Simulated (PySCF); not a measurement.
Compound: ethylene sulfite, C2H4O3S.
Numbering: `[O:1]=[S:2]1[O:3][CH2:4][CH2:5][O:6]1` (hydrogens: H7, H8 on C4; H9, H10 on C5)

The same species was optimised twice, with GFN2-xTB and with PBE0-D3(BJ)/def2-SVP (PySCF), and the same property calculations (PySCF, gas phase) were run on both structures.

| coordinate | GFN2-xTB | PBE0-D3(BJ)/def2-SVP | change |
| --- | --- | --- | --- |
| O1=S2 (Å) | 1.426 | 1.458 | +0.032 |
| O3–C4 (Å) | 1.397 | 1.421 | +0.024 |
| S2–O6 (Å) | 1.688 | 1.667 | -0.021 |
| C5–O6 (Å) | 1.400 | 1.420 | +0.020 |
| C4–C5 (Å) | 1.536 | 1.524 | -0.012 |
| S2–O3 (Å) | 1.680 | 1.670 | -0.010 |
| S2–O6–C5 (°) | 113.4 | 108.0 | -5.4 |
| O1–S2–O6 (°) | 110.9 | 108.5 | -2.4 |
| C4–C5–O6 (°) | 105.4 | 103.9 | -1.5 |
| S2–O3–C4 (°) | 111.8 | 113.2 | +1.4 |
| O3–S2–O6 (°) | 91.8 | 90.9 | -0.9 |
| O3–C4–C5 (°) | 105.2 | 105.9 | +0.7 |
| O1–S2–O3 (°) | 107.4 | 107.1 | -0.3 |

Rotational constants: A = 6215, B = 2967, C = 2314 MHz (GFN2-xTB) against A = 5557, B = 3149, C = 2577 MHz (PBE0-D3(BJ)/def2-SVP). Some torsions differ by more than 30° (O1–S2–O3–C4 131° against 94°; O1–S2–O6–C5 -105° against -72°), so the changes below aren't those of bond lengths and angles alone. Point groups within 0.08 Å: C1 and C1.

On the GFN2-xTB structure: lowest singlet, TDDFT (eV) 6.08 [CAM-B3LYP/def2-SVPD]; lowest triplet, Tamm–Dancoff (eV) 4.95 [CAM-B3LYP/def2-SVPD]; isotropic polarisability (au) 53.2 [CAM-B3LYP/def2-SVPD]; HOMO (eV) -9.61 [CAM-B3LYP/def2-SVPD]; LUMO (eV) 0.49 [CAM-B3LYP/def2-SVPD]; dipole (D) 4.13 [CAM-B3LYP/def2-SVPD]; HOMO (eV) -8.04 [PBE0/pcSseg-1]; LUMO (eV) -0.38 [PBE0/pcSseg-1]; dipole (D) 4.05 [PBE0/pcSseg-1]; GIAO shielding of O1 (ppm) 33.3 [PBE0/pcSseg-1]; GIAO shielding of S2 (ppm) -63.3 [PBE0/pcSseg-1]; GIAO shielding of O3/O6 (mean) (ppm) 141.6 [PBE0/pcSseg-1]; GIAO shielding of C4/C5 (mean) (ppm) 117.0 [PBE0/pcSseg-1].

Question: What do these properties become on the PBE0-D3(BJ)/def2-SVP structure?

Answer: 
```csv
property,level,on GFN2-xTB,on PBE0-D3(BJ)/def2-SVP,change
"lowest singlet, TDDFT (eV)",CAM-B3LYP/def2-SVPD,6.08,6.03,-0.05
"lowest triplet, Tamm–Dancoff (eV)",CAM-B3LYP/def2-SVPD,4.95,5.07,+0.12
isotropic polarisability (au),CAM-B3LYP/def2-SVPD,53.2,52.6,-0.6
HOMO (eV),CAM-B3LYP/def2-SVPD,-9.61,-9.86,-0.25
LUMO (eV),CAM-B3LYP/def2-SVPD,0.49,0.36,-0.13
dipole (D),CAM-B3LYP/def2-SVPD,4.13,3.57,-0.56
"energy, GFN2-xTB geometry as zero (kcal/mol)",CAM-B3LYP/def2-SVPD,0.0,-3.1,-3.1
HOMO (eV),PBE0/pcSseg-1,-8.04,-8.29,-0.25
LUMO (eV),PBE0/pcSseg-1,-0.38,-0.53,-0.15
dipole (D),PBE0/pcSseg-1,4.05,3.50,-0.55
"energy, GFN2-xTB geometry as zero (kcal/mol)",PBE0/pcSseg-1,0.0,-3.1,-3.1
GIAO shielding of O1 (ppm),PBE0/pcSseg-1,33.3,22.0,-11.3
GIAO shielding of S2 (ppm),PBE0/pcSseg-1,-63.3,-55.9,+7.4
GIAO shielding of O3/O6 (mean) (ppm),PBE0/pcSseg-1,141.6,129.5,-12.1
GIAO shielding of C4/C5 (mean) (ppm),PBE0/pcSseg-1,117.0,116.8,-0.2
```

The heavy atoms differ by 0.244 Å rms after alignment. Among bonds between heavy atoms O1=S2 changes most (+0.032 Å). Changes are differences of the printed values. Neither structure is proved a minimum here.
